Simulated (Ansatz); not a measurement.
# SiH₃⁺, triplet: the ladder up to full CI

Geometry: a point of a stretch scan, not a stationary point.

| atom | x (Å) | y (Å) | z (Å) |
| --- | --- | --- | --- |
| Si | 0.0027 | 0.0652 | -0.0689 |
| H | 0.0027 | -1.2279 | -0.8137 |
| H | 0.3585 | -0.2567 | 1.2164 |
| H | -0.4366 | -0.3322 | 1.5181 |

Basis cc-pVDZ; Ansatz 0.2.0. Correlated methods freeze the noble-gas cores, which leaves 6 electrons in 28 orbitals. R marks a restricted (for open shells ROHF) determinant, U an unrestricted one. Active spaces: valence = (6e, 7o) chosen from the atoms' valence shells; pair = (4e, 4o) about the gap.

Full CI is exact within this basis and frozen core; it isn't the basis-set limit. The frozen core follows each run's orbitals, which can shift R against U totals by a few meV.

For open shells CISD is restricted-active-space CI with the open shells as a complete middle space.

```
UHF ⟨S²⟩                          : 2.005
T1 diagnostic (RCCSD)             : 0.0213
largest doubles amplitude (RCCSD) : 0.032
T1 diagnostic (UCCSD)             : 0.0158
```

```
   level  E − E(RHF) (eV)
     UHF          -0.0521
    RMP2          -2.1450
    UMP2          -2.1469
   RCCSD          -2.7721
   UCCSD          -2.7736
RCCSD(T)          -2.8274
UCCSD(T)          -2.8278
```

Problem. Estimate how far full CI in cc-pVDZ lies from RCCSD(T). The table doesn't fix it; the size of (T) and the diagnostics are the guide.

Solution. Full CI in cc-pVDZ lies 1.8 kJ/mol below RCCSD(T), which is 33 % of the (T) step (-5.3 kJ/mol). The diagnostics give no warning, yet the rest is a sizeable part of (T).

The other levels:

```
                            level  E − E(full CI) (kJ/mol)  share of correlation (%)  wall time
                             CISD                     13.1                     95.23     0.33 s
                          BCCD(T)                      1.8                     99.36     0.42 s
                           RCCSDT                      0.1                     99.95          –
                           UCCSDT                      0.1                     99.97          –
                        RCCSDT(Q)                      0.0                     99.99      2.9 s
                        UCCSDT(Q)                      0.0                    100.01      2.6 s
              CASSCF (pair space)                    232.6                     15.30          –
              NEVPT2 (pair space)                     66.2                     75.89     0.69 s
              MRCISD (pair space)                     11.2                     95.92          –
            MRCISD+Q (pair space)                      0.0                    100.02        1 s
           CASSCF (valence space)                    155.6                     43.34          –
           NEVPT2 (valence space)                     48.2                     82.46      1.8 s
           MRCISD (valence space)                      6.3                     97.70          –
         MRCISD+Q (valence space)                      1.4                     99.49      2.3 s
MRCISD+Q(relaxed) (valence space)                     -1.5                    100.53      2.8 s
```

The correlation energy at full CI, counted from RHF, is -2.846 eV. That run took 29 s on 1 thread of AMD EPYC 7B13, shared host over 10,732,176 determinants.

Times hold each run's SCF and search for its determinant on a shared host, so for small cases they say little of a method's own cost; they ran on 1 thread of AMD EPYC 7B13.

Not variational, and here over 5 meV under the exact energy: MRCISD+Q(relaxed) (valence space).

The full-CI state has the irrep A of C1, in the program's axes.

Natural occupations of full CI about the gap: 1.961 1.943 0.991 0.986 0.028 0.024 0.018 0.009 0.008 0.006; effectively unpaired electrons, Σ n²(2−n)², 2.03.
